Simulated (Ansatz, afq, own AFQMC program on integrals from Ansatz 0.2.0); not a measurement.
MgF⁻, triplet in aug-cc-pVDZ, levels against CCSDT(Q)

```xyz
2

F     0.0000    0.0000    0.0000
Mg    0.0000    0.0000    4.0270
```

Basis aug-cc-pVDZ. Noble-gas cores (and the filled d shells of Ga–Kr and In–Xe) are frozen. Ansatz 0.2.0 and our own AFQMC program on the same integrals; the CISD trial comes from CCSD amplitudes, and released means the phaseless constraint is let go. ± is one standard error of the sampling.

Determinant: UHF, the one that the program's search chose, which needn't be the lowest solution. The geometry is a point of a scan.

No full CI on the walks' own integrals is used here; CCSDT(Q) serves as the reference and is uncertain by about the last step of the cluster series.

Cautions: lower spins were not checked; the released energies get too noisy after the second time (errors over twice the walk's own, or jumping), so no released level is given (meV from the phaseless value at times in 1/Eh: -43 ± 30 at 0.24, -8 ± 34 at 0.51, -49 ± 48 at 0.99, -40 ± 67 at 1.62, 273 ± 165 at 2.40), though the last usable value meets CCSDT(Q) within the noise.

* T1 diagnostic: 0.0265
* weight of the determinant in the CISD state: 0.923
* ⟨S²⟩ of the determinant: 2.000
* size of the correlated space: 10 electrons in 44 orbitals

Reference: CCSDT(Q), correlation energy -6.717 eV.

```
        level  E − E(reference) (kJ/mol)  share of correlation (%)
           HF                      648.0                      0.00
          MP2                       16.7                     97.43
         CCSD                       19.6                     96.97
      CCSD(T)                        2.9                     99.55
        CCSDT                        1.6                     99.75
  ph-AFQMC/HF                -23.7 ± 8.3                    103.66
ph-AFQMC/CISD                  3.1 ± 1.9                     99.53
```

A walk keeps the symmetry of its determinant, which the program's search chose and which needn't be the lowest solution, so a lower state of the same spin and another symmetry isn't excluded.
